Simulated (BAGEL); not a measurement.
# doublet CH3BO+: levels of theory compared

Aim: a comparison of 4 runs (ROHF/6-31G*, UHF/6-31G*, ROHF/def2-TZVP, UHF/def2-TZVP) of doublet CH3BO+. 

The calculation is run with BAGEL 1.2.2.

8 further runs of the same task are left out: 3 that didn't finish, 5 set aside as unsound or not needed.

### Step 1. The structure to begin with

CH3BO+: 6 atoms, total charge +1, spin state doublet. As SMILES of the parent species, `[BH3-]C#[O+]`. The shape is that of a PBE0-D4/def2-TZVP optimisation. That shape belongs to the parent species and isn't relaxed for this state.

Bond lengths: B1–C2 1.512 Å, C2–O3 1.127 Å, B1–H4 1.209 Å, B1–H5 1.209 Å, B1–H6 1.209 Å. Angles: B1–C2–O3 179.9°, C2–B1–H4 104.6°, C2–B1–H5 104.5°, C2–B1–H6 104.5°, H4–B1–H5 113.9°, H4–B1–H6 113.9°, H5–B1–H6 113.9°.

### Step 2. A single-point energy at ROHF/6-31G(d) (density fitting with cc-pvqz-jkfit, spherical functions) (run 1)

Contents of calc.json:

```json
{ "bagel" : [

{
  "title" : "molecule",
  "basis" : "6-31gs.json",
  "df_basis" : "cc-pvqz-jkfit",
  "angstrom" : true,
  "geometry" : [
    { "atom" : "B", "xyz" : [      -0.275160,       0.419730,      -0.199910 ] },
    { "atom" : "C", "xyz" : [       0.494180,      -0.755680,       0.359250 ] },
    { "atom" : "O", "xyz" : [       1.068320,      -1.631140,       0.776320 ] },
    { "atom" : "H", "xyz" : [      -1.437140,       0.121710,      -0.050320 ] },
    { "atom" : "H", "xyz" : [       0.069540,       0.485120,      -1.356800 ] },
    { "atom" : "H", "xyz" : [       0.080260,       1.360240,       0.471460 ] }
  ]
},

{ "title" : "rohf", "charge" : 1, "nopen" : 1 },

{ "title" : "print", "file" : "orbitals.molden", "orbitals" : true }

]}
```

The basis set 6-31G* is read from a file made from the Basis Set Exchange's data (not shown).

Command:

```console
BAGEL_NUM_THREADS=1 BAGEL calc.json > calc.out
```

Log:

```text
* using 1 threads per process

  ===============================================================
  ===============================================================

  *** Geometry ***

  { "atom" : "B", "xyz" : [     -0.519977,      0.793175,     -0.377775 ] },
  { "atom" : "C", "xyz" : [      0.933865,     -1.428028,      0.678884 ] },
  { "atom" : "O", "xyz" : [      2.018832,     -3.082408,      1.467032 ] },
  { "atom" : "H", "xyz" : [     -2.715801,      0.229999,     -0.095091 ] },
  { "atom" : "H", "xyz" : [      0.131412,      0.916744,     -2.563980 ] },
  { "atom" : "H", "xyz" : [      0.151669,      2.570481,      0.890930 ] },

  Number of auxiliary basis functions:      471

  Since a DF basis is specified, we compute 2- and 3-index integrals:
    o Being stored without compression. Storage requirement is 0.009 GB

  Number of basis functions:       48
  Number of electrons      :       22

    * METHOD: MOLECULE                             0.13

  *** Open-shell HF ***

  === Nuclear Repulsion ===
    56.8302504860

      * DIIS with orbital gradients will be used.

  === ROHF iteration (6-31gs.json) ===
      0       -138.55553570          0.05830603           0.03
      1       -138.60259552          0.05715773           0.03
      2       -138.62337163          0.04992477           0.03
[... 23 lines of this table left out ...]
     26       -138.71136210          0.00000000           0.03
    * SCF iteration converged.

    * S^2 (ROHF) is 0.7500

    * Permanent dipole moment:
           (    0.406157,    -1.414557,     0.073386) a.u.

    * METHOD: ROHF                                 0.79

    * METHOD: PRINT                                0.00

  ===============================================================
```

Wall time 1.1 s (1 thread of Arm Neoverse V2, shared host).

### Step 3. A single-point energy at UHF/6-31G(d) (density fitting with cc-pvqz-jkfit, spherical functions) (run 2)

Contents of job.json:

```json
{ "bagel" : [

{
  "title" : "molecule",
  "basis" : "6-31gs.json",
  "df_basis" : "cc-pvqz-jkfit",
  "angstrom" : true,
  "geometry" : [
    { "atom" : "B", "xyz" : [   -0.275160,    0.419730,   -0.199910 ] },
    { "atom" : "C", "xyz" : [    0.494180,   -0.755680,    0.359250 ] },
    { "atom" : "O", "xyz" : [    1.068320,   -1.631140,    0.776320 ] },
    { "atom" : "H", "xyz" : [   -1.437140,    0.121710,   -0.050320 ] },
    { "atom" : "H", "xyz" : [    0.069540,    0.485120,   -1.356800 ] },
    { "atom" : "H", "xyz" : [    0.080260,    1.360240,    0.471460 ] }
  ]
},
{
  "title" : "uhf",
  "charge" : 1,
  "nopen" : 1
},
{
  "title" : "print",
  "file" : "orbitals.molden",
  "orbitals" : true
}

]}
```

The basis set 6-31G* is read from a file made from the Basis Set Exchange's data (not shown).

Command:

```console
BAGEL_NUM_THREADS=1 BAGEL job.json > job.out
```

Log:

```text
* using 1 threads per process

  ===============================================================
  ===============================================================

  *** Geometry ***

  { "atom" : "B", "xyz" : [     -0.519977,      0.793175,     -0.377775 ] },
  { "atom" : "C", "xyz" : [      0.933865,     -1.428028,      0.678884 ] },
  { "atom" : "O", "xyz" : [      2.018832,     -3.082408,      1.467032 ] },
  { "atom" : "H", "xyz" : [     -2.715801,      0.229999,     -0.095091 ] },
  { "atom" : "H", "xyz" : [      0.131412,      0.916744,     -2.563980 ] },
  { "atom" : "H", "xyz" : [      0.151669,      2.570481,      0.890930 ] },

  Number of auxiliary basis functions:      471

  Since a DF basis is specified, we compute 2- and 3-index integrals:
    o Being stored without compression. Storage requirement is 0.009 GB

  Number of basis functions:       48
  Number of electrons      :       22

    * METHOD: MOLECULE                             0.14

  *** Open-shell HF ***

  === Nuclear Repulsion ===
    56.8302504860

      * DIIS with orbital gradients will be used.

  === UHF iteration (6-31gs.json) ===
      0       -138.55553570          0.05830603           0.03
      1       -138.60902055          0.05689795           0.03
      2       -138.63135632          0.04957716           0.03
[... 46 lines of this table left out ...]
     49       -138.71508404          0.00000001           0.03
    * SCF iteration converged.

    * S^2 (UHF) is 0.7758

    * Permanent dipole moment:
           (    0.429671,    -1.346811,     0.119302) a.u.

    * METHOD: UHF                                  1.43

    * METHOD: PRINT                                0.00

  ===============================================================
```

Wall time 1.7 s (1 thread of Arm Neoverse V2, shared host).

Run 3 isn't shown in full; the table further down has it.

### Step 4. A single-point energy at UHF/def2-TZVP (density fitting with cc-pvqz-jkfit) (run 4)

Contents of input.json:

```json
{ "bagel": [

{
  "title": "molecule",
  "basis": "def2-tzvp.json",
  "df_basis": "cc-pvqz-jkfit",
  "angstrom": "true",
  "geometry": [
    { "atom": "B", "xyz": [   -0.275160,    0.419730,   -0.199910 ] },
    { "atom": "C", "xyz": [    0.494180,   -0.755680,    0.359250 ] },
    { "atom": "O", "xyz": [    1.068320,   -1.631140,    0.776320 ] },
    { "atom": "H", "xyz": [   -1.437140,    0.121710,   -0.050320 ] },
    { "atom": "H", "xyz": [    0.069540,    0.485120,   -1.356800 ] },
    { "atom": "H", "xyz": [    0.080260,    1.360240,    0.471460 ] }
  ]
},
{
  "title": "uhf",
  "charge": 1,
  "nopen": 1
},
{
  "title": "print",
  "file": "orbitals.molden",
  "orbitals": "true"
}

]}
```

The basis set def2-TZVP is read from a file made from the Basis Set Exchange's data (not shown).

Command:

```console
BAGEL_NUM_THREADS=1 BAGEL input.json > input.out
```

Log:

```text
* using 1 threads per process

  ===============================================================
  ===============================================================

  *** Geometry ***

  { "atom" : "B", "xyz" : [     -0.519977,      0.793175,     -0.377775 ] },
  { "atom" : "C", "xyz" : [      0.933865,     -1.428028,      0.678884 ] },
  { "atom" : "O", "xyz" : [      2.018832,     -3.082408,      1.467032 ] },
  { "atom" : "H", "xyz" : [     -2.715801,      0.229999,     -0.095091 ] },
  { "atom" : "H", "xyz" : [      0.131412,      0.916744,     -2.563980 ] },
  { "atom" : "H", "xyz" : [      0.151669,      2.570481,      0.890930 ] },

  Number of auxiliary basis functions:      471

  Since a DF basis is specified, we compute 2- and 3-index integrals:
    o Being stored without compression. Storage requirement is 0.046 GB

  Number of basis functions:      111
  Number of electrons      :       22

    * METHOD: MOLECULE                             0.20

  *** Open-shell HF ***

  === Nuclear Repulsion ===
    56.8302504860

      * DIIS with orbital gradients will be used.

  === UHF iteration (def2-tzvp.json) ===
      0       -138.55002773          0.04497514           0.08
      1       -138.61018822          0.04635106           0.08
      2       -138.64240988          0.04073219           0.08
[... 36 lines of this table left out ...]
     39       -138.77583034          0.00000001           0.09
    * SCF iteration converged.

    * S^2 (UHF) is 0.7770

    * Permanent dipole moment:
           (    1.161121,    -0.799051,     0.377071) a.u.

    * METHOD: UHF                                  3.50

    * METHOD: PRINT                                0.02

  ===============================================================
```

Wall time 3.9 s (1 thread of Arm Neoverse V2, shared host).

### Step 5. The series

```csv
run,level,energy (Eh),⟨S²⟩,wall time
1,"ROHF/6-31G* (density fitting with cc-pvqz-jkfit, spherical functions)",-138.711362,0.750,1.1 s
2,"UHF/6-31G* (density fitting with cc-pvqz-jkfit, spherical functions)",-138.715084,0.776,1.7 s
3,ROHF/def2-TZVP (density fitting with cc-pvqz-jkfit),-138.771854,0.750,2.6 s
4,UHF/def2-TZVP (density fitting with cc-pvqz-jkfit),-138.775830,0.777,3.9 s
```

### Step 6. Summary of results

| quantity | value |
| --- | --- |
| run 4: total energy | -138.77583 Eh |
| run 4: ⟨S²⟩ | 0.777 |

What this shows: Over the runs the total energy spans 1.754 eV. All runs together took 9.3 s, the longest 3.9 s.
